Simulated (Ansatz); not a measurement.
## Two structures, one formula

Two relaxed structures of C2H3Si (charge -1), closed shell (PBE0-D4/def2-TZVPD; forces vanish, vibrations not checked).

A:

```xyz
6
angstrom
C 0.1557 0.9311 0.9584
C 0.7251 -0.2811 0.8711
Si -0.1641 0.3440 -0.7037
H -1.5135 -0.1355 -1.1499
H 0.5461 0.8897 -1.9069
H 0.0644 1.6908 1.7348
```

B:

```
6
angstrom
C 1.0930 -2.0221 1.0666
C 0.5550 -1.0269 0.5416
Si -0.2089 0.3864 -0.2038
H -1.4592 0.0855 -0.9851
H 0.6596 1.1246 -1.1861
H -0.6395 1.4524 0.7669
```

Ansatz 0.2.0; basis: def2-TZVPPD; cores frozen in the correlated methods. B3LYP uses VWN-RPA correlation.

Problem. Which structure is lower at CCSD(T), and by how much? (An estimate is asked for; the value comes from the calculation.)

Solution. The calculation gives: B, by 100.5 kJ/mol (electronic energy, against the other). By their contacts, A is C₂H₃Si ([C]1[CH][SiH2]1), total charge -1 and B is C₂H₃Si ([C][C][SiH3]), total charge -1.

All methods give the same order:

```csv
method,E(B) − E(A) (kJ/mol)
PBE-D4,-71.1
r2SCAN-D4,-82.8
PBE0-D4,-77.4
B3LYP-D4,-104.0
wB97M-V,-97.9
HF,-149.4
MP2,-98.4
CCSD,-107.1
CCSD(T),-100.5
```

No T1 diagnostic of these runs exceeds 0.018.

Labels in which every atom is bracketed show which atoms are joined, not bond orders.

For scale, one of the runs: CCSD(T)/def2-TZVPPD, 173 basis functions, launched by `ansatz run in.yaml --threads 2 --pin off --events-out ev --progress --plain --max-ram 4352MiB`. Hardware: 2 CPU threads of an Arm Neoverse V2, shared host. Wall time 17 s; peak host memory 1.4 GiB.
